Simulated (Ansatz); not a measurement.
# AlNH2+ (doublet): the correlation ladder, def2-QZVPP

One table from this session's results is given with a row withheld; the runs are named, their logs left out.

Method: def2-QZVPP, core rule «outside noble gas», up to 6 orbitals frozen; program: Ansatz 0.2.0, Gaussian basis.

The runs, in order: UHF; ROHF; CCSD(T) on UHF.

2 further runs of the same task are left out: 2 set aside as unsound or not needed.

### The system

The geometry is a PBE0/def2-TZVP stationary point (not a proven minimum) of the parent state, kept for this charge and spin.

4 atoms, charge 1, spin multiplicity 2.

Atoms are counted from 1 here; the program's logs count them from 0.

Bond lengths: Al1–N2 1.768 Å, Al1–H3 1.611 Å, N2–H4 1.009 Å. Angles: N2–Al1–H3 113.2°, Al1–N2–H4 161.1°.

Geometry (Å):

```
Al    0.0000   -0.0849    0.6205
N     0.0000    0.0356   -1.1435
H     0.0000    1.3500    1.3538
H     0.0000    0.4271   -2.0731
```

The first run:

The input, in.yaml:

```yaml
crystal:
  periodic: [false, false, false]
  atoms:
    - {symbol: Al, position_ang: [0.000000, -0.084877, 0.620504]}
    - {symbol: N, position_ang: [0.000000, 0.035620, -1.143535]}
    - {symbol: H, position_ang: [0.000000, 1.349999, 1.353786]}
    - {symbol: H, position_ang: [0.000000, 0.427096, -2.073077]}
basis:
  gaussian: {orbitals: "def2-QZVPP.json"}
total_charge: 1
magnetization: {spin_polarized: true, initial_magnetization: 1}
hamiltonian: {xc: hf}
output: {orbitals: {seedname: orbitals}}
```

Launch:

```bash
ansatz run in.yaml --threads 1 --pin off --events-out ev --progress --plain --max-ram 4096MiB --backend cpu
```

Steps of the session up to this table: UHF; ROHF; CCSD(T) on UHF.

One of the session's tables, all rows but one given; the rest of the session is left out.

It belongs to the step «Misses and costs». 

| method | from UCCSD(T) (meV) |
| --- | --- |
| ROHF | +7618.5 |
| UHF | ? |
| UMP2 | +862.0 |
| UCCSD | +266.5 |
| UCCSD(T) | 0 |

Q: Estimate the row for UHF from the others.

The run gave: from UCCSD(T) (meV): +7471.9. In the column «from UCCSD(T) (meV)» it lies between UMP2 (+862.0) and ROHF (+7618.5).
